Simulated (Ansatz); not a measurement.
AlH2(CH2SiH3) (CH7AlSi). The state is a singlet with charge 0. Geometry r2SCAN-D4/def2-TZVP; atoms count from 1.

```xyz
10

Al   -0.1336   -1.7621   -0.3489
H     0.4365   -2.2715   -1.7390
H    -1.3172   -2.5403    0.3654
C     0.6076   -0.1605    0.4724
Si   -0.2571    1.4220   -0.0150
H     0.5496   -0.2402    1.5646
H     1.6633   -0.0547    0.1952
H    -0.1975    1.6146   -1.4904
H    -1.6945    1.3692    0.3699
H     0.3430    2.6234    0.6259
```

Estimate the Mulliken populations from the PBE0/def2-TZVP orbitals of Ansatz.


| atom | charge (e) |
| --- | --- |
| Al1 | 0.38 |
| H2 | -0.10 |
| H3 | -0.10 |
| C4 | -0.51 |
| Si5 | 0.11 |
| H6 | 0.15 |
| H7 | 0.15 |
| H8 | -0.03 |
| H9 | -0.03 |
| H10 | -0.03 |
Mulliken values depend strongly on the basis.

And the Mayer bond orders between heavy atoms (over 0.3)?

Al1–C4 0.94 (1.95 Å); C4–Si5 1.03 (1.87 Å).
